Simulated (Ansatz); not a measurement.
# Anisole (C7H8O): how energies converge with the basis set

The task here is to estimate one member of a computed series from the others.

Program: Ansatz 0.2.0, Gaussian basis. Level of theory: one geometry, several basis sets. These are calculated values, not measurements.

The runs, in order: PBE0-D4/def2-SVP; ωB97M-V/def2-SVP; PBE0-D4/def2-QZVPP; ωB97M-V/def2-QZVPP; the functionals' def2-TZVPP values are taken from earlier runs.

### The relaxed structure

The geometry comes from an earlier relaxation with PBE0-D4 in a triple-zeta def2 set; it is a stationary point, not always the lowest conformer.

SMILES `COc1ccccc1`, 16 atoms, charge 0, spin multiplicity 1.

Atoms are counted from 1 here; the program's logs count them from 0.

Bond lengths: C1–O2 1.405 Å, C1–H9 1.089 Å, C1–H10 1.096 Å, C1–H11 1.096 Å, O2–C3 1.353 Å, C3–C4 1.391 Å, C3–C8 1.394 Å, C4–C5 1.390 Å, C4–H12 1.082 Å, C5–C6 1.383 Å, C5–H13 1.084 Å, C6–C7 1.391 Å, C6–H14 1.083 Å, C7–C8 1.381 Å, C7–H15 1.084 Å, C8–H16 1.083 Å. Angles: O2–C1–H9 106.3°, O2–C1–H10 111.6°, O2–C1–H11 111.6°, H9–C1–H10 109.1°, H9–C1–H11 109.2°, H10–C1–H11 109.1°, C1–O2–C3 117.8°, O2–C3–C4 124.3°, O2–C3–C8 115.9°, C4–C3–C8 119.8°, C3–C4–C5 119.5°, C3–C4–H12 121.0°, C5–C4–H12 119.6°, C4–C5–C6 121.0°, C4–C5–H13 119.0°, C6–C5–H13 120.0°, C5–C6–C7 119.1°, C5–C6–H14 120.4° and more.

Set-up of the first run:

The input, in.yaml:

```yaml
crystal:
  periodic: [false, false, false]
  atoms:
    - {symbol: C, position_ang: [2.042113, -1.703162, -0.242863]}
    - {symbol: O, position_ang: [0.846736, -1.584624, 0.486726]}
    - {symbol: C, position_ang: [0.081875, -0.489170, 0.272266]}
    - {symbol: C, position_ang: [0.401529, 0.526755, -0.622063]}
    - {symbol: C, position_ang: [-0.458866, 1.609215, -0.763123]}
    - {symbol: C, position_ang: [-1.627460, 1.690799, -0.027714]}
    - {symbol: C, position_ang: [-1.938506, 0.670114, 0.863887]}
    - {symbol: C, position_ang: [-1.094529, -0.412051, 1.015928]}
    - {symbol: H, position_ang: [2.500270, -2.639118, 0.072548]}
    - {symbol: H, position_ang: [2.728594, -0.876664, -0.028100]}
    - {symbol: H, position_ang: [1.853415, -1.740868, -1.321500]}
    - {symbol: H, position_ang: [1.309320, 0.486757, -1.208924]}
    - {symbol: H, position_ang: [-0.202088, 2.396937, -1.462599]}
    - {symbol: H, position_ang: [-2.291431, 2.538559, -0.144807]}
    - {symbol: H, position_ang: [-2.850656, 0.718591, 1.447963]}
    - {symbol: H, position_ang: [-1.323317, -1.214872, 1.706574]}
basis:
  gaussian: {orbitals: def2-SVP}
hamiltonian: {xc: pbe0, dispersion: d4}
output: {orbitals: {seedname: orbitals}}
```

Command:

```bash
> ansatz run in.yaml --threads 2 --pin off --events-out ev --progress --plain --max-ram 32768MiB --backend cpu
```

Steps of the session up to this table: PBE0-D4 in def2-SVP; ωB97M-V in def2-SVP; PBE0-D4 in def2-QZVPP; ωB97M-V in def2-QZVPP.

One table of the session follows, with a row left open; its other results are not shown here.

It belongs to the step «Density functionals: the series». 

| functional | basis | HOMO (eV) | LUMO (eV) |
| --- | --- | --- | --- |
| PBE0-D4 | def2-SVP | -6.36 | -0.02 |
| PBE0-D4 | def2-TZVPP | -6.41 | -0.17 |
| PBE0-D4 | def2-QZVPP | -6.43 | -0.22 |
| ωB97M-V | def2-SVP | ? | ? |
| ωB97M-V | def2-TZVPP | -8.48 | 1.82 |
| ωB97M-V | def2-QZVPP | -8.50 | 1.74 |

Q: Estimate the row for ωB97M-V, def2-SVP from the others.

As computed: HOMO (eV): -8.42; LUMO (eV): 2.05. In the column «HOMO (eV)» it lies between ωB97M-V, def2-TZVPP (-8.48) and PBE0-D4, def2-QZVPP (-6.43).
